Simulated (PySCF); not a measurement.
## Checking a proposed structure

A compound C4H6O2 gives the data below (simulated from a calculation) and was assigned the structure `CCOC=C=O`.

13C{1H} NMR (computed): δ 214.4 (C), 102.9 (CH), 91.2 (CH2), 19.5 (CH3).

1H NMR (300 MHz, computed): δ 5.54 (m, 1H), 5.46 (m, 1H), 5.44 (m, 1H), 1.46 (d, 3H).

[PySCF 2.14: PBE0/pcSseg-1 with gauge-including orbitals; GFN2-xTB geometry; a single conformation; isolated molecule; averaged over atoms made equivalent by symmetry, fast rotation or ring inversion; non-relativistic]

δ = σ(ref) − σ, references computed at the same level: 1H (σ = 31.72 ppm) and 13C (σ = 186.93 ppm) vs TMS.

(1) Compare with the shifts computed for the proposed structure, pairing carbons in order of shift.

(2) Which isomer fits?

Answers

(1) Structure with atom numbers: `[CH3:1][CH2:2][O:3][CH:4]=[C:5]=[O:6]` (H(Xn): hydrogen on atom n).

```
atom  computed for proposal  given list  difference
  C5                  259.5       214.4       +45.1
  C4                   86.0       102.9       -16.9
  C2                   68.8        91.2       -22.4
  C1                   18.2        19.5        -1.3
```

The rms difference is 26.6 ppm and the largest +45.1 ppm at C5 (central carbon of a ketene). The proposal doesn't fit.

(2) `InChI=1S/C4H6O2/c1-3-4(5)2-6-3/h3H,2H2,1H3/t3-/m0/s1`.

Carbon types of the structure: 1 × C, 1 × CH, 1 × CH2, 1 × CH3, which accounts for all hydrogens. δC 214.4: ketone carbonyl carbon; the double bond to the heteroatom, with no lone-pair donor beside it, deshields it most. δC 102.9: sp3 CH bonded to O, α to a carbonyl; deshielded by the electronegative neighbour. δC 91.2: sp3 CH2 bonded to O, α to a carbonyl; deshielded by the electronegative neighbour. δH 5.54: hydrogen on an sp3 CH bonded to O, α to a carbonyl; its carbon carries O, which withdraws density.

Other isomers checked: C=COC(C)=O (rms 31.7 ppm).

The shifts were computed for this structure.

Shifts are as computed. Against solution values, carbons near 30 ppm lie about +3 ppm off and those near 130 ppm about +5 ppm. Of 1211 compounds with measured shifts, 218 miss one by over three times the rms of a fit or turn the order of signals round; such compounds aren't used in these exercises. No couplings were computed; multiplicities are counted from neighbouring protons, with m where these are inequivalent, close in shift, in a saturated or five-membered ring or joined by F or P, and br s for small geminal =CH2 splittings.
